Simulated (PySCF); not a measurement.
Predicted microwave data (PBE0-D3(BJ)/def2-SVP geometry optimisation, gas phase (PySCF 2.14.0)) for one isomer of C3H3F3:

```
Rotational constants : A = 5736, B = 2479, C = 1750 MHz
Dipole components    : |μa| = 1.47 D, |μb| = 0.34 D, |μc| = 0.05 D
Inertial defect      : -3.22 u·Å²
κ                    : -0.63
```

Question: Which structure is it? (One computed conformer of each.)
A. `[F:1]/[CH:2]=[C:3](\[F:4])[CH2:5][F:6]` with C2–C3–C5–F6 2°
B. `[F:1][CH2:2][CH:3]=[C:4]([F:5])[F:6]` with F1–C2–C3–C4 113°
C. `[F:1]/[CH:2]=[C:3](/[F:4])[CH2:5][F:6]` with C2–C3–C5–F6 115°

Answer: A. It is F/C=C(\F)CF, an asymmetric top. The candidates at the same level (rigid rotor, commonest isotopes):

```tsv
SMILES	A (MHz)	B (MHz)	C (MHz)	μa (D)	μb (D)	μc (D)	Δ (u·Å²)	point group	rotor
F/C=C(\F)CF	5736	2479	1750	1.47	0.34	0.05	-3.22	–	asymmetric top
FCC=C(F)F	8377	1884	1662	0.41	0.14	1.39	-24.50	C1	near-prolate asymmetric top
F/C=C(/F)CF	4917	2676	1861	1.20	0.23	1.19	-20.06	C1	asymmetric top
```

`FCC=C(F)F` has A 46 % too high; `F/C=C(/F)CF` has A 14 % too low. No structure here is proved a minimum.
